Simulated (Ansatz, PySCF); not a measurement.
Species: C3H7 (charge 0, doublet). SMILES: [CH2]CC
Geometry from a B3LYP-D3(BJ)/def2-TZVP (Ansatz, a program for electronic structure) optimisation:
```xyz
10

C      0.0021     0.1108     0.5655
C      0.0077     1.2936    -0.3331
C     -0.0086    -1.2298    -0.1990
H     -0.8754     0.1418     1.2188
H      0.8812     0.1312     1.2165
H     -0.0146    -2.0711     0.4978
H      0.9356     1.6982    -0.7148
H     -0.9144     1.6801    -0.7468
H     -0.8918    -1.3071    -0.8353
H      0.8722    -1.3206    -0.8368
```
Charge 0, spin multiplicity 2.

Unscaled harmonic wavenumbers (cm⁻¹) in rising order, each level at the stationary point that it reaches from this structure (no distance between atoms moves by over 0.3 Å); the order of modes can differ between levels, and a negative number is imaginary. B3LYP-D3(BJ)/def2-TZVP (PySCF, at the structure above): 48, 252, 341, 548, 753, 896, 897, 1023, 1098, 1199, 1312, 1328, 1400, 1470, 1487, 1495, 1507, 3012, 3027, 3044, 3091, 3099, 3140, 3237.

HF/3-21G (Ansatz): 124, 263, 355, 531, 814, 926, 988, 1054, 1183, 1316, 1447, 1469, 1564, 1596, 1656, 1671, 1674, 3194, 3203, 3231, 3255, 3265, 3284, 3388. Zero-point energy 59.3 against 55.3 kcal/mol; where all levels lie over 400 cm⁻¹, the wavenumbers are on average 1.073 times those of B3LYP-D3(BJ)/def2-TZVP.

HF/6-31G* (Ansatz): 133, 269, 351, 539, 798, 957, 963, 1116, 1174, 1311, 1430, 1472, 1555, 1604, 1633, 1642, 1652, 3195, 3201, 3226, 3262, 3267, 3306, 3403. Zero-point energy 59.3 against 55.3 kcal/mol; where all levels lie over 400 cm⁻¹, the wavenumbers are on average 1.072 times those of B3LYP-D3(BJ)/def2-TZVP.

B3LYP/6-31G* (Ansatz): 83, 256, 335, 524, 752, 901, 902, 1035, 1105, 1209, 1325, 1345, 1426, 1492, 1514, 1525, 1537, 3025, 3043, 3060, 3111, 3121, 3159, 3255. Zero-point energy 55.8 against 55.3 kcal/mol; where all levels lie over 400 cm⁻¹, the wavenumbers are on average 1.007 times those of B3LYP-D3(BJ)/def2-TZVP.
